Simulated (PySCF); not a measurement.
How well do the runs reproduce experiment for cyclopropanone?

**What was measured.**

From NIST CCCBDB Release 22 (SRD 101), experimental dipoles, for the gas: dipole moment 2.67 ± 0.1 D.

How close the calculation comes is told at the end.

Cyclopropanone, C₃H₄O.
Numbering: `[O:1]=[C:2]1[CH2:3][CH2:4]1` (hydrogens: H5, H6 on C3; H7, H8 on C4)

Geometry (PBE0-D3(BJ)/def2-TZVP, Å), atoms numbered from 1 in this order:
```
atom  x, y, z in Å
O1    -1.5934    1.7805    0.1522
C2    -0.8373    0.8648    0.0644
C3     0.5494    0.4041    0.0509
C4    -0.6537   -0.5742   -0.1095
H5     1.1567    0.6035   -0.8259
H6     1.0987    0.3758    0.9863
H7    -0.8798   -1.2339    0.7218
H8    -0.8237   -1.0067   -1.0901
```

Runs made with PySCF (gas phase, on this PBE0-D3(BJ)/def2-TZVP geometry; no spin–orbit coupling):

```
                              level                                                                                                                            job  basis functions  wall time
PBE0-D3(BJ)/def2-TZVP, grid level 2                                                                   geometry optimisation from a GFN2-xTB start shaken at random              148       37 s
                      PBE0/pcSseg-2                             shieldings, ring-centre shieldings, charges and field gradients, density and orbital grids written              200       24 s
              CAM-B3LYP/aug-cc-pVTZ                                                             10 singlets by full TDDFT, 4 Tamm–Dancoff triplets, polarisability              276       42 s
                   PBE0/aug-cc-pVTZ  10 singlets by full TDDFT, 4 Tamm–Dancoff triplets, polarisability, dynamic polarisability, density and orbital grids written              276       42 s
                wB97X-D/aug-cc-pVTZ                                                  10 singlets by full TDDFT, 4 Tamm–Dancoff triplets, polarisability, ΔSCF ions              276       76 s
```

Hardware: Arm Neoverse N1, one thread, shared host.

**Comparison with experiment**

**Dipole moment.** Measured: 2.67 D (NIST CCCBDB Release 22 (SRD 101), experimental dipoles).

```tsv
level	computed (D)	computed − measured (D)	% (from the printed values)
PBE0-D3(BJ)/def2-TZVP	2.93	+0.26	+10
PBE0/pcSseg-2	3.00	+0.33	+12
CAM-B3LYP/aug-cc-pVTZ	3.09	+0.42	+16
PBE0/aug-cc-pVTZ	3.01	+0.34	+13
wB97X-D/aug-cc-pVTZ	3.04	+0.37	+14
```

Closest is PBE0-D3(BJ)/def2-TZVP (+0.26 D), furthest CAM-B3LYP/aug-cc-pVTZ (+0.42 D); one molecule doesn't rank methods. All 5 levels lie above the measurement. The computed dipoles belong to one fixed geometry; measured ones are averaged over vibrations unless marked μe. Magnitudes are compared, not signs.

The geometry is computed, not the measured one. Where a level misses, the cause wasn't examined.
